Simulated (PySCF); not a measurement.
## Basis-set dependence of population analyses: `N#CC[C@@H]1CO1`

Compound: C₄H₅NO.
Structure used (PBE0-D3(BJ)/def2-SVP), in Å, numbered top down from 1:
```xyz
11
C4H5NO angstrom
N     -1.872    1.749    0.523
C     -1.425    0.771    0.099
C     -0.844   -0.464   -0.411
C      0.425   -0.851    0.317
C      1.739   -0.493   -0.211
O      1.222   -1.803   -0.337
H     -0.631   -0.352   -1.487
H     -1.590   -1.270   -0.314
H      0.312   -0.994    1.401
H      2.588   -0.378    0.473
H      1.803    0.086   -1.142
```

PBE0 throughout (PySCF), one geometry, spherical d and f functions. Geometry: PBE0-D3(BJ)/def2-SVP, one conformer, isolated molecule. The first 7 of 11 kinds of atom are listed.

Mulliken charges (e):

```
        basis  functions      N1      C2      C3      C4      C5      O6      H7
       STO-3G         35  -0.191  +0.075  -0.161  +0.005  -0.090  -0.176  +0.122
        6-31G         64  -0.289  +0.154  -0.390  +0.044  -0.130  -0.460  +0.235
     pcSseg-0         64  -0.368  +0.076  -0.367  -0.016  -0.100  -0.604  +0.300
       6-31G*         94  -0.355  +0.256  -0.456  +0.085  -0.148  -0.441  +0.238
     def2-SVP        109  -0.023  -0.214  +0.088  -0.039  +0.139  -0.327  +0.081
      cc-pVDZ        109  -0.133  -0.076  +0.027  -0.022  +0.113  -0.263  +0.086
     pcSseg-1        127  -0.245  +0.049  -0.156  -0.051  +0.037  -0.406  +0.171
  aug-cc-pVDZ        183  -0.305  -0.031  +0.392  +0.930  +0.918  -0.628  -0.093
6-311+G(2d,p)        192  -0.307  +0.118  -0.250  +0.220  -0.214  -0.317  +0.176
    def2-TZVP        216  -0.009  -0.280  -0.074  +0.059  -0.082  -0.301  +0.163
      cc-pVTZ        250  -0.063  -0.099  -0.151  +0.036  -0.034  -0.263  +0.135
     IGLO-III        260  -0.300  +0.113  -0.216  +0.121  -0.071  -0.269  +0.151
```

IAO charges (e):

| basis | functions | N1 | C2 | C3 | C4 | C5 | O6 | H7 |
| --- | --- | --- | --- | --- | --- | --- | --- | --- |
| STO-3G | 35 | -0.158 | +0.080 | -0.298 | -0.023 | -0.155 | -0.201 | +0.169 |
| 6-31G | 64 | -0.228 | +0.125 | -0.311 | +0.049 | -0.116 | -0.377 | +0.189 |
| pcSseg-0 | 64 | -0.226 | +0.126 | -0.315 | +0.046 | -0.102 | -0.380 | +0.189 |
| 6-31G* | 94 | -0.236 | +0.134 | -0.306 | +0.075 | -0.084 | -0.389 | +0.183 |
| def2-SVP | 109 | -0.227 | +0.128 | -0.304 | +0.079 | -0.078 | -0.390 | +0.181 |
| cc-pVDZ | 109 | -0.229 | +0.128 | -0.308 | +0.075 | -0.087 | -0.385 | +0.183 |
| pcSseg-1 | 127 | -0.239 | +0.135 | -0.306 | +0.075 | -0.083 | -0.396 | +0.184 |
| aug-cc-pVDZ | 183 | -0.244 | +0.139 | -0.312 | +0.076 | -0.088 | -0.406 | +0.188 |
| 6-311+G(2d,p) | 192 | -0.246 | +0.141 | -0.314 | +0.076 | -0.088 | -0.408 | +0.189 |
| def2-TZVP | 216 | -0.245 | +0.140 | -0.313 | +0.077 | -0.087 | -0.406 | +0.188 |
| cc-pVTZ | 250 | -0.242 | +0.139 | -0.314 | +0.076 | -0.089 | -0.402 | +0.188 |
| IGLO-III | 260 | -0.246 | +0.141 | -0.315 | +0.076 | -0.088 | -0.408 | +0.189 |

Hirshfeld charges (e):

```json
{"basis": "STO-3G", "functions": "35", "N1": "-0.173", "C2": "+0.034", "C3": "+0.028", "C4": "+0.047", "C5": "+0.015", "O6": "-0.121", "H7": "+0.042"}
{"basis": "6-31G", "functions": "64", "N1": "-0.215", "C2": "+0.068", "C3": "-0.021", "C4": "+0.040", "C5": "-0.005", "O6": "-0.179", "H7": "+0.068"}
{"basis": "pcSseg-0", "functions": "64", "N1": "-0.210", "C2": "+0.069", "C3": "-0.025", "C4": "+0.041", "C5": "-0.006", "O6": "-0.164", "H7": "+0.064"}
{"basis": "6-31G*", "functions": "94", "N1": "-0.227", "C2": "+0.074", "C3": "-0.021", "C4": "+0.039", "C5": "-0.005", "O6": "-0.166", "H7": "+0.070"}
{"basis": "def2-SVP", "functions": "109", "N1": "-0.220", "C2": "+0.081", "C3": "-0.038", "C4": "+0.035", "C5": "-0.011", "O6": "-0.152", "H7": "+0.070"}
{"basis": "cc-pVDZ", "functions": "109", "N1": "-0.215", "C2": "+0.072", "C3": "-0.035", "C4": "+0.033", "C5": "-0.013", "O6": "-0.143", "H7": "+0.069"}
{"basis": "pcSseg-1", "functions": "127", "N1": "-0.224", "C2": "+0.083", "C3": "-0.040", "C4": "+0.033", "C5": "-0.011", "O6": "-0.158", "H7": "+0.071"}
{"basis": "aug-cc-pVDZ", "functions": "183", "N1": "-0.226", "C2": "+0.081", "C3": "-0.047", "C4": "+0.025", "C5": "-0.017", "O6": "-0.155", "H7": "+0.076"}
{"basis": "6-311+G(2d,p)", "functions": "192", "N1": "-0.228", "C2": "+0.079", "C3": "-0.042", "C4": "+0.026", "C5": "-0.012", "O6": "-0.160", "H7": "+0.076"}
{"basis": "def2-TZVP", "functions": "216", "N1": "-0.228", "C2": "+0.081", "C3": "-0.044", "C4": "+0.027", "C5": "-0.015", "O6": "-0.155", "H7": "+0.075"}
{"basis": "cc-pVTZ", "functions": "250", "N1": "-0.226", "C2": "+0.081", "C3": "-0.044", "C4": "+0.028", "C5": "-0.016", "O6": "-0.151", "H7": "+0.074"}
{"basis": "IGLO-III", "functions": "260", "N1": "-0.228", "C2": "+0.081", "C3": "-0.047", "C4": "+0.026", "C5": "-0.017", "O6": "-0.155", "H7": "+0.076"}
```

**Question.** Which scheme is steadiest as the basis changes?

**Answer.** Largest range over the bases for any column: Hirshfeld 0.08 e, IAO 0.21 e, Mulliken 1.13 e. Hirshfeld charges move least and Mulliken charges most, counted in e. Without the minimal STO-3G basis the ranges are Hirshfeld 0.04, IAO 0.04, Mulliken 1.13 e.

**Question.** How much do the charges still move between the two largest bases, cc-pVTZ and IGLO-III?

**Answer.** At most, over all atoms: Mulliken 0.237 e, IAO 0.006 e, Hirshfeld 0.005 e.

**Question.** What do the same runs give for the total energy, the frontier levels and the dipole moment?

**Answer.** 
```csv
basis,energy (Eh),HOMO (eV),LUMO (eV),μ (D)
STO-3G,-281.3967,-5.26,3.96,1.98
6-31G,-284.9092,-8.26,0.75,1.91
pcSseg-0,-284.3315,-8.51,0.53,1.94
6-31G*,-285.0120,-8.25,0.85,2.20
def2-SVP,-284.8051,-8.39,0.66,2.15
cc-pVDZ,-285.0355,-8.28,0.75,2.22
pcSseg-1,-284.9862,-8.50,0.45,2.25
aug-cc-pVDZ,-285.0551,-8.55,-0.22,2.42
"6-311+G(2d,p)",-285.1000,-8.58,0.00,2.40
def2-TZVP,-285.1255,-8.55,0.40,2.42
cc-pVTZ,-285.1162,-8.50,0.46,2.39
IGLO-III,-285.1289,-8.57,0.25,2.43
```

The dipole is fixed by the density alone, so its range of 0.52 D shows that the density itself changes with the basis, not only its division among atoms.
